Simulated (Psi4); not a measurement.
# CH6N2 (methylhydrazine): M06-L/cc-pVDZ

What is the energy change on altering one bond length of CH6N2 (methylhydrazine) at M06-L/cc-pVDZ? 

The calculation is run with Psi4 1.11.

## 1. The molecule

The species is CH6N2 (9 atoms), meant as a singlet with charge 0. SMILES: `CNN`. The coordinates come from a PBE0-D4/def2-TZVP relaxation. This is one conformer, not always the lowest.

Bond lengths: C1–N2 1.445 Å, N2–N3 1.412 Å, C1–H4 1.102 Å, C1–H5 1.093 Å, C1–H6 1.091 Å, N2–H7 1.015 Å, N3–H8 1.017 Å, N3–H9 1.011 Å. Some angles: C1–N2–N3 110.6°, C1–N2–H7 109.7°, N3–N2–H7 111.5°, N2–C1–H4 114.0°, N2–C1–H5 108.8°, N2–C1–H6 109.0°, N2–N3–H8 112.5°, N2–N3–H9 108.7°, H4–C1–H5 108.3°, H4–C1–H6 107.9°.

## 2. Energy and forces at M06-L/cc-pVDZ

The input, ch6n2.xyz:

```xyz
9
CH6N2
C     -0.632300     0.772800    -0.416900
N      0.617000     0.174400    -0.007000
N      0.386900    -0.878100     0.905200
H     -1.339400     0.063700    -0.877000
H     -0.423200     1.566400    -1.138500
H     -1.118900     1.213000     0.454700
H      1.126500    -0.146800    -0.824300
H      0.164900    -1.755100     0.439600
H      1.218500    -1.010300     1.464200
```

The input, calc.py:

```python
import psi4

psi4.set_memory('1600 MB')
psi4.set_num_threads(1)
psi4.core.set_output_file('ch6n2.out', False)

with open('ch6n2.xyz') as f:
    atoms = ''.join(f.readlines()[2:])
molecule = psi4.geometry('0 1\n' + atoms + 'symmetry c1\nno_reorient\nno_com')

psi4.set_options({
    'basis': 'cc-pVDZ',
    'reference': 'rks',
    'puream': True,
    'e_convergence': 1e-09,
    'd_convergence': 1e-08,
    'scf_type': 'pk',
    'dft_radial_points': 99,
    'dft_spherical_points': 590,
})

result = psi4.gradient('M06-L')
print('gradient / Eh bohr^-1')
print(result.np.round(6))
```

Run with:

```console
$ python calc.py
```

ch6n2.out:

```text
[...]
  Running in c1 symmetry.
[...]
  Nuclear repulsion =   84.563479744097521
[...]
  Multiplicity = 1
[...]
  Nalpha       = 13
  Nbeta        = 13
[...]
    Number of basis functions: 72
[...]
   @RKS iter   1:  -150.84994978759011   -1.75331e-01   1.07975e-02 DIIS/ADIIS
[...]
   @RKS iter  11:  -151.15694844568333   -5.54223e-12   9.04841e-09 DIIS
[...]
    Orbital Energies [Eh]
    ---------------------
    Doubly Occupied:
       1A    -14.181733     2A    -14.177169     3A    -10.063236
       4A     -0.919729     5A     -0.739956     6A     -0.599565
       7A     -0.470180     8A     -0.446552     9A     -0.397883
      10A     -0.352836    11A     -0.334037    12A     -0.207571
      13A     -0.184987
[...]
  @RKS Final Energy:  -151.15694844568333
   => Energetics <=
    Nuclear Repulsion Energy =             84.5634797440975206
    One-Electron Energy =                -371.2265979285824642
    Two-Electron Energy =                 157.0371822835422222
    DFT Exchange-Correlation Energy =     -21.5310125447406193
    Empirical Dispersion Energy =           0.0000000000000000
    VV10 Nonlocal Energy =                  0.0000000000000000
    Total Energy =                       -151.1569484456833266
[...]
 Multipole Moments:
 ------------------------------------------------------------------------------------
     Multipole            Electronic (a.u.)      Nuclear  (a.u.)        Total (a.u.)
 ------------------------------------------------------------------------------------
 L = 1.  Multiply by 2.5417464519 to convert [e a0] to [Debye]
 Dipole X            :         -5.1671934            5.4082072            0.2410138
 Dipole Y            :          0.1919068           -0.6768999           -0.4849931
 Dipole Z            :         -6.7151453            6.2449779           -0.4701674
 Magnitude           :                                                    0.7171913
[...]
  -Total Gradient:
     Atom            X                  Y                   Z
    ------   -----------------  -----------------  -----------------
       1       -0.004427215710     0.004106315127    -0.000163631910
       2       -0.003727482954    -0.005481069565    -0.005530174853
       3        0.010130792557    -0.006098096112    -0.004482273597
       4        0.004520961921     0.002005236589     0.002341661572
       5       -0.000239129118    -0.002985468494     0.002781220963
       6        0.002719059647    -0.001903532177    -0.003457498332
       7       -0.001964191001     0.002168186256     0.006181463235
       8       -0.001380974550     0.005808804738     0.002802453828
       9       -0.005624801728     0.002360366915    -0.000472998030
[...]
```

The script printed:

```text
gradient / Eh bohr^-1
[[-0.004427  0.004106 -0.000164]
 [-0.003727 -0.005481 -0.00553 ]
 [ 0.010131 -0.006098 -0.004482]
 [ 0.004521  0.002005  0.002342]
 [-0.000239 -0.002985  0.002781]
 [ 0.002719 -0.001904 -0.003457]
 [-0.001964  0.002168  0.006181]
 [-0.001381  0.005809  0.002802]
 [-0.005625  0.00236  -0.000473]]
```

It took 50 s on 1 thread of AMD EPYC 7R43 (Zen 3), shared host; peak memory 1.1 GiB.

## 3. The distorted shape: a single-point energy at M06-L/cc-pVDZ

The input, ch6n2.json:

```json
{
 "schema_name": "qcschema_input",
 "schema_version": 1,
 "molecule": {
  "schema_name": "qcschema_molecule",
  "schema_version": 2,
  "symbols": ["C", "N", "N", "H", "H", "H", "H", "H", "H"],
  "geometry": [-0.985101, 2.28907628, -0.34787212, 1.37573385, 1.15826416, 0.42672662, 0.94090787, -0.83067258, 2.15053479, -2.32132634, 0.94907148, -1.21733511, -0.58995927, 3.78876293, -1.71149849, -1.90464173, 3.12093372, 1.29921317, 2.33854931, 0.55128413, -1.11774655, 0.31161584, -3.31665832, 0.8307236, 2.51240411, -1.08049438, 3.20689169],
  "molecular_charge": 0,
  "molecular_multiplicity": 1,
  "fix_symmetry": "c1",
  "fix_com": true,
  "fix_orientation": true
 },
 "driver": "energy",
 "model": {
  "method": "m06-l",
  "basis": "cc-pVDZ"
 },
 "keywords": {
  "puream": true,
  "e_convergence": 1e-09,
  "d_convergence": 1e-08,
  "scf_type": "pk",
  "dft_radial_points": 99,
  "dft_spherical_points": 590,
  "scf_properties": ["DIPOLE", "QUADRUPOLE", "MAYER_INDICES"]
 }
}
```

Run with:

```console
$ psi4 --qcschema ch6n2.json -n 1 --memory 1600MB
```

stdout:

```text
[...]
  Running in c1 symmetry.
[...]
  Nuclear repulsion =   82.793322992066848
[...]
  Multiplicity = 1
[...]
  Nalpha       = 13
  Nbeta        = 13
[...]
    Number of basis functions: 72
[...]
   @RKS iter   1:  -150.72437365901212   -2.18156e-01   1.12694e-02 ADIIS/DIIS
[...]
   @RKS iter  13:  -151.08708864652661   -1.25056e-12   4.50553e-09 DIIS
[...]
    Orbital Energies [Eh]
    ---------------------
    Doubly Occupied:
       1A    -14.208072     2A    -14.204308     3A    -10.071775
       4A     -0.922034     5A     -0.729485     6A     -0.603300
       7A     -0.472425     8A     -0.418193     9A     -0.389146
      10A     -0.346532    11A     -0.341888    12A     -0.209163
      13A     -0.199307
[...]
  @RKS Final Energy:  -151.08708864652661
   => Energetics <=
    Nuclear Repulsion Energy =             82.7933229920668481
    One-Electron Energy =                -367.5708974485087310
    Two-Electron Energy =                 155.0617849266293433
    DFT Exchange-Correlation Energy =     -21.3712991167140913
    Empirical Dispersion Energy =           0.0000000000000000
    VV10 Nonlocal Energy =                  0.0000000000000000
    Total Energy =                       -151.0870886465266096
[...]
 Multipole Moments:
 ------------------------------------------------------------------------------------
     Multipole            Electronic (a.u.)      Nuclear  (a.u.)        Total (a.u.)
 ------------------------------------------------------------------------------------
 L = 1.  Multiply by 2.5417464519 to convert [e a0] to [Debye]
 Dipole X            :        -10.3459504           10.6525280            0.3065775
 Dipole Y            :        -20.0982002           20.0404983           -0.0577019
 Dipole Z            :        -17.7617720           17.2438455           -0.5179266
 Magnitude           :                                                    0.6046215
 L = 2.  Multiply by 1.3450342976 to convert [e a0^2] to [Debye ang]
 Quadrupole XX       :        -60.4415767           46.5105624          -13.9310143
 Quadrupole XY       :         19.3077692          -20.6882278           -1.3804586
[...]
```

The result, in JSON:

```text
{
 "driver": "energy",
 "model": {
  "method": "m06-l",
  "basis": "cc-pVDZ"
 },
 "success": true,
 "return_result": -151.0870886465266,
 "properties": {
  "calcinfo_nbasis": 72,
  "calcinfo_nmo": 72,
  "calcinfo_nalpha": 13,
  "calcinfo_nbeta": 13,
  "calcinfo_natom": 9,
  "nuclear_repulsion_energy": 82.79332299206685,
  "return_energy": -151.0870886465266,
  "scf_one_electron_energy": -367.57089744850873,
  "scf_two_electron_energy": 155.06178492662934,
  "scf_xc_energy": -21.37129911671409,
  "scf_dipole_moment": [0.3065775191635929, -0.05770191852805695, -0.5179265618900821],
  "scf_total_energy": -151.0870886465266,
  "scf_iterations": 13
 }
}
```

Wall time 58 s (1 thread of AMD EPYC 7R43 (Zen 3), shared host); peak memory 1.1 GiB.

## 4. Summary of results

Level: M06-L/cc-pVDZ.

| quantity | value |
| --- | --- |
| first shape: total energy | -151.15695 Eh |
| first shape: dipole moment | 1.82 D |
| first shape: HOMO energy | -5.03 eV |
| first shape: LUMO energy | 1.79 eV |
| first shape: HOMO–LUMO gap | 6.83 eV |
| first shape: largest force on an atom | 0.650 eV/Å |
| distorted shape: total energy | -151.08709 Eh |
| distorted shape: dipole moment | 1.54 D |
| distorted shape: HOMO energy | -5.42 eV |
| distorted shape: LUMO energy | -1.06 eV |
| distorted shape: HOMO–LUMO gap | 4.36 eV |
| energy change with the N3–H8 bond stretched from 1.017 to 1.526 Å | 1.901 eV |

**Reading.** With the N3–H8 bond stretched from 1.017 to 1.526 Å the energy rises by 1.90 eV (44 kcal/mol). The first shape isn't relaxed at this level, so the change isn't measured from a minimum. The largest force (first shape) is 0.65 eV/Å: the shape isn't a stationary point for this species at this level.
